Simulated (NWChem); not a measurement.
**One shape, several levels: C4H6O2 (methyl acrylate)**

Aim: a comparison of 3 runs (B2PLYP/6-31G*, B3LYP/6-31G*, PBE0/6-31G*) of C4H6O2 (methyl acrylate). 

The results are computed with NWChem 7.3.0.

## Step 1: The system as given

C4H6O2 has 12 atoms, charge 0, and is taken as a singlet. As SMILES, `C=CC(=O)OC`. One bond was lengthened or shortened from a relaxed shape.

Bond lengths: C1–C2 1.325 Å, C2–C3 1.478 Å, C3–O4 1.384 Å, C3–O5 1.341 Å, O5–C6 1.423 Å, C1–H7 1.084 Å, C1–H8 1.083 Å, C2–H9 1.084 Å, C6–H10 1.091 Å, C6–H11 1.088 Å, C6–H12 1.091 Å. Some angles: C1–C2–C3 120.5°, C2–C3–O4 125.8°, C2–C3–O5 110.7°, O4–C3–O5 123.5°, C3–O5–C6 115.1°, C1–C2–H9 122.5°, C3–C2–H9 117.0°, C2–C1–H7 120.1°, C2–C1–H8 121.6°, O5–C6–H10 110.6°.

## Step 2: A single-point energy at B2PLYP/6-31G(d) (spherical functions) (run 1)

Contents of c4h6o2.nw:

```
START c4h6o2
TITLE "C4H6O2"
memory total 2200 mb

GEOMETRY noautosym nocenter noautoz
  C    -2.122274    1.315277    0.123283
  C    -0.831874    1.210377    0.407483
  C    -0.066174    0.015277   -0.005817
  O    -0.573100   -1.071600   -0.696400
  O     1.213726    0.116077    0.380783
  C     2.039126   -0.988023    0.029783
  H    -2.626374    0.521177   -0.416517
  H    -2.699474    2.183177    0.417783
  H    -0.289974    1.979977    0.944683
  H     2.064426   -1.119423   -1.053017
  H     3.031026   -0.751523    0.408383
  H     1.665226   -1.906623    0.484583
END

BASIS spherical bse
  C library 6-31G*
  O library 6-31G*
  H library 6-31G*
END

DFT
  xc hfexch 0.53 becke88 0.47 lyp 0.73 mp2 0.27
  dftmp2 semidirect
  grid fine
  convergence energy 1e-08
  iterations 100
  mulliken
  noprint "final vectors analysis"
END

MP2
  freeze core 6
END

TASK dft energy
```

The run is started by

```sh
$ nwchem c4h6o2.nw > c4h6o2.out
```

The log of the run:

```text
[...]
          Wavefunction type:  closed shell.
          No. of atoms     :    12
          No. of electrons :    46
[...]
          Charge           :     0
          Spin multiplicity:     1
[...]
          AO basis - number of functions:    96
[...]
              XC Information
              --------------
                     Hartree-Fock (Exact) Exchange  0.530
                    Becke 1988 Exchange Functional  0.470
              Lee-Yang-Parr Correlation Functional  0.730
[...]
 d= 0,ls=0.0,diis     1   -305.6523517775 -5.29D+02  1.82D-02  1.35D+00     2.5
[...]
 d= 0,ls=0.0,diis    11   -305.8242877850 -8.41D-09  6.12D-07  3.73D-09    22.6
         Total DFT energy =     -305.824287785027
      One electron energy =     -859.157269439494
           Coulomb energy =      370.181784916767
    Exchange-Corr. energy =      -40.419372341692
 Nuclear repulsion energy =      223.570569079391
[...]
      Total Density - Mulliken Population Analysis
     ---------------------------------------------
    Atom       Charge   Shell Charges
 -----------   ------   -------------------------------------------------------
    1 C    6     6.31   2.00  0.70  2.01  0.60  0.97  0.04
    2 C    6     6.18   2.00  0.69  2.06  0.52  0.89  0.04
    3 C    6     5.32   2.00  0.71  1.79  0.31  0.40  0.11
    4 O    8     8.61   2.00  0.93  2.76  1.03  1.88  0.02
    5 O    8     8.51   2.00  0.90  2.91  0.96  1.71  0.03
    6 C    6     6.20   2.00  0.68  2.04  0.58  0.84  0.06
    7 H    1     0.78   0.52  0.27
    8 H    1     0.82   0.53  0.29
    9 H    1     0.81   0.52  0.29
   10 H    1     0.81   0.53  0.29
[...]
  Basis functions       =     96
[...]
```

It took 27 s on 1 thread of Intel Xeon Platinum 8488C (Sapphire Rapids), shared host; peak memory 0.32 GiB.

## Step 3: A single-point energy at B3LYP/6-31G(d) (spherical functions) (run 2)

Contents of nw.xyz:

```xyz
12

C     -2.122274     1.315277     0.123283
C     -0.831874     1.210377     0.407483
C     -0.066174     0.015277    -0.005817
O     -0.573100    -1.071600    -0.696400
O      1.213726     0.116077     0.380783
C      2.039126    -0.988023     0.029783
H     -2.626374     0.521177    -0.416517
H     -2.699474     2.183177     0.417783
H     -0.289974     1.979977     0.944683
H      2.064426    -1.119423    -1.053017
H      3.031026    -0.751523     0.408383
H      1.665226    -1.906623     0.484583
```

Contents of nw.nw:

```
echo
start nw
memory stack 880 mb heap 220 mb global 1100 mb
charge 0

geometry noautosym nocenter noautoz
   load format xyz nw.xyz
end

basis spherical bse
   * library 6-31G*
end

dft
   xc b3lyp
   grid fine
   convergence energy 1e-08
   maxiter 100
   mulliken
   print medium
end

task dft energy
```

The run is started by

```sh
$ nwchem nw.nw > nw.out
```

The log of the run:

```text
[...]
          Wavefunction type:  closed shell.
          No. of atoms     :    12
          No. of electrons :    46
[...]
          Charge           :     0
          Spin multiplicity:     1
[...]
          AO basis - number of functions:    96
[...]
              XC Information
              --------------
                         B3LYP Method XC Potential
                     Hartree-Fock (Exact) Exchange  0.200
                        Slater Exchange Functional  0.800 local
                    Becke 1988 Exchange Functional  0.720 non-local
              Lee-Yang-Parr Correlation Functional  0.810
                  VWN I RPA Correlation Functional  0.190 local
[...]
 d= 0,ls=0.0,diis     1   -306.2400517876 -5.30D+02  2.79D-02  1.54D+00     2.7
[...]
 d= 0,ls=0.0,diis    11   -306.4326415187 -2.35D-09  6.38D-07  7.59D-09    23.0
         Total DFT energy =     -306.432641518680
      One electron energy =     -859.457901786696
           Coulomb energy =      370.482636734780
    Exchange-Corr. energy =      -41.027945546156
 Nuclear repulsion energy =      223.570569079391
[...]
      Total Density - Mulliken Population Analysis
     ---------------------------------------------
    Atom       Charge   Shell Charges
 -----------   ------   -------------------------------------------------------
    1 C    6     6.29   2.00  0.70  2.05  0.59  0.93  0.03
    2 C    6     6.13   2.00  0.69  2.08  0.51  0.81  0.03
    3 C    6     5.43   2.00  0.71  1.86  0.32  0.44  0.10
    4 O    8     8.54   2.00  0.93  2.77  1.02  1.80  0.02
    5 O    8     8.42   2.00  0.91  2.92  0.94  1.62  0.03
    6 C    6     6.21   2.00  0.69  2.08  0.56  0.82  0.06
    7 H    1     0.81   0.52  0.29
    8 H    1     0.84   0.53  0.31
    9 H    1     0.84   0.53  0.31
   10 H    1     0.82   0.53  0.29
[...]
```

Run time: 24 s. Hardware: 1 thread of Intel Xeon Platinum 8488C (Sapphire Rapids), shared host; peak memory 0.11 GiB.

## Step 4: The energy at PBE0/6-31G(d) (spherical functions) (run 3)

Contents of calc.xyz:

```xyz
12

C     -2.122274     1.315277     0.123283
C     -0.831874     1.210377     0.407483
C     -0.066174     0.015277    -0.005817
O     -0.573100    -1.071600    -0.696400
O      1.213726     0.116077     0.380783
C      2.039126    -0.988023     0.029783
H     -2.626374     0.521177    -0.416517
H     -2.699474     2.183177     0.417783
H     -0.289974     1.979977     0.944683
H      2.064426    -1.119423    -1.053017
H      3.031026    -0.751523     0.408383
H      1.665226    -1.906623     0.484583
```

Contents of calc.nw:

```
START calc
memory stack 880 mb heap 220 mb global 1100 mb
charge 0

GEOMETRY noautosym nocenter noautoz
load format xyz calc.xyz
END

BASIS spherical bse
C library 6-31G*
O library 6-31G*
H library 6-31G*
END

DFT
xc pbe0
grid fine
convergence energy 1e-08
maxiter 100
mulliken
END

TASK dft energy
```

The run is started by

```sh
$ nwchem calc.nw > calc.out
```

The log of the run:

```text
[...]
          Wavefunction type:  closed shell.
          No. of atoms     :    12
          No. of electrons :    46
[...]
          Charge           :     0
          Spin multiplicity:     1
[...]
          AO basis - number of functions:    96
[...]
              XC Information
              --------------
                         PBE0 Method XC Functional
                     Hartree-Fock (Exact) Exchange  0.250
          PerdewBurkeErnzerhof Exchange Functional  0.750
            Perdew 1991 LDA Correlation Functional  1.000 local
           PerdewBurkeErnz. Correlation Functional  1.000 non-local
[...]
 d= 0,ls=0.0,diis     1   -305.8950215147 -5.29D+02  2.63D-02  1.49D+00     2.6
[...]
 d= 0,ls=0.0,diis    11   -306.0806173342 -1.19D-09  6.36D-07  6.87D-09    25.1
         Total DFT energy =     -306.080617334248
      One electron energy =     -859.320905389942
           Coulomb energy =      370.318966748509
    Exchange-Corr. energy =      -40.649247772206
 Nuclear repulsion energy =      223.570569079391
[...]
      Total Density - Mulliken Population Analysis
     ---------------------------------------------
    Atom       Charge   Shell Charges
 -----------   ------   -------------------------------------------------------
    1 C    6     6.34   2.00  0.69  2.03  0.62  0.98  0.03
    2 C    6     6.18   2.00  0.69  2.06  0.53  0.87  0.03
    3 C    6     5.40   2.00  0.71  1.84  0.32  0.44  0.10
    4 O    8     8.56   2.00  0.93  2.75  1.03  1.82  0.02
    5 O    8     8.44   2.00  0.91  2.90  0.96  1.65  0.03
    6 C    6     6.29   2.00  0.68  2.07  0.61  0.88  0.06
    7 H    1     0.78   0.52  0.26
    8 H    1     0.81   0.52  0.29
    9 H    1     0.80   0.52  0.28
   10 H    1     0.79   0.52  0.27
[...]
```

Wall time 26 s (1 thread of Intel Xeon Platinum 8488C (Sapphire Rapids), shared host); peak memory 0.11 GiB.

## Step 5: All runs side by side

```
run                                level  frozen core orbitals  energy (Eh)  dipole moment (D)  wall time
  1  B2PLYP/6-31G* (spherical functions)                     6  -306.115785               2.39       27 s
  2   B3LYP/6-31G* (spherical functions)                     –  -306.432642               2.25       24 s
  3    PBE0/6-31G* (spherical functions)                     –  -306.080617               2.26       26 s
```

## Step 6: Summary of results

```
            quantity          value
 run 3: total energy  -306.08062 Eh
run 3: dipole moment         2.26 D
  run 3: HOMO energy       -7.30 eV
  run 3: LUMO energy       -1.48 eV
run 3: HOMO–LUMO gap        5.81 eV
```

**Reading.** The dipole moment (its size) runs from 2.25 D (B3LYP/6-31G*) to 2.39 D (B2PLYP/6-31G*). A double hybrid's value is that of its SCF part. Totals of different functionals can't be ranked against each other. All runs together took 77 s, the longest 27 s.
